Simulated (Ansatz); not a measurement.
Write a Python script for the Python package of Ansatz (0.2.0) that makes a rigid scan of one bond angle of C2H3O2, SMILES [CH2]OC=O. Level of theory (for the species named): r2SCAN, cc-pVDZ basis, multiplicity 2.

```tsv
atom	x (Å)	y (Å)	z (Å)
C	-0.6986	0.8680	-0.0686
O	0.5224	0.4883	0.2476
C	0.7225	-0.8479	0.0799
O	0.0524	-1.6973	-0.2993
H	-1.4638	0.1839	-0.4461
H	-0.8981	1.9866	0.0498
H	1.8244	-1.0497	0.3911
```

`c2h3o2.py`
```python
"""Bending curve of C2H3O2."""

from dataclasses import dataclass

import ansatz as az
from ase import Atoms


@dataclass
class Settings:
    basis: str = "cc-pVDZ"
    xc: str = "r2SCAN"
    force_tol: float = 0.02


settings = Settings()

atoms = Atoms(["C", "O", "C", "O", "H", "H", "H"], positions=[
    [-0.6986, 0.868, -0.0686],
    [0.5224, 0.4883, 0.2476],
    [0.7225, -0.8479, 0.0799],
    [0.0524, -1.6973, -0.2993],
    [-1.4638, 0.1839, -0.4461],
    [-0.8981, 1.9866, 0.0498],
    [1.8244, -1.0497, 0.3911],
])

# start the scan from a relaxed geometry
first = (
    az.Crystal.molecule_from_ase(atoms).calculation()
    .basis(gaussian=settings.basis)
    .functional(settings.xc)
    .spin("collinear", total=1)
    .scf(lower_state_search="standard")
    .relax(force_tolerance=settings.force_tol, max_steps=80)
)
atoms.positions = first.run(threads=1, pin="off").report["positions_ang"]

rows = []
for angle in [85, 95, 105, 115, 125, 140, 160]:
    bent = atoms.copy()
    bent.set_angle(0, 1, 2, angle, indices=[2, 3, 6])
    setup = az.Crystal.molecule_from_ase(bent).calculation()
    setup = setup.basis(gaussian=settings.basis).functional(settings.xc)
    setup = setup.spin("collinear", total=1).scf(lower_state_search="standard")
    rows.append((angle, setup.run(threads=1, pin="off").report["free_energy_ev"]))
floor = min(e for _, e in rows)
for angle, e in rows:
    print(f"angle C0-O1-C2 = {angle:3d} deg   {1000 * (e - floor):9.1f} meV")
```

Output of `python c2h3o2.py`:
```text
angle C0-O1-C2 =  85 deg      3830.0 meV
angle C0-O1-C2 =  95 deg      1217.8 meV
angle C0-O1-C2 = 105 deg       256.2 meV
angle C0-O1-C2 = 115 deg         0.0 meV
angle C0-O1-C2 = 125 deg        63.2 meV
angle C0-O1-C2 = 140 deg       410.1 meV
angle C0-O1-C2 = 160 deg       950.2 meV
```

These settings explore the input space; basis and method may be short of convergence. The scan is rigid, and the energies are electronic, in a modest basis. The zero is the lowest point of the grid, which needn't be the minimum. The run takes the species as open-shell (spin multiplicity 2), which needn't be its ground state. The whole script took 2.3 min on 1 thread of Arm Neoverse N1 (shared host), peak memory 0.26 GiB.
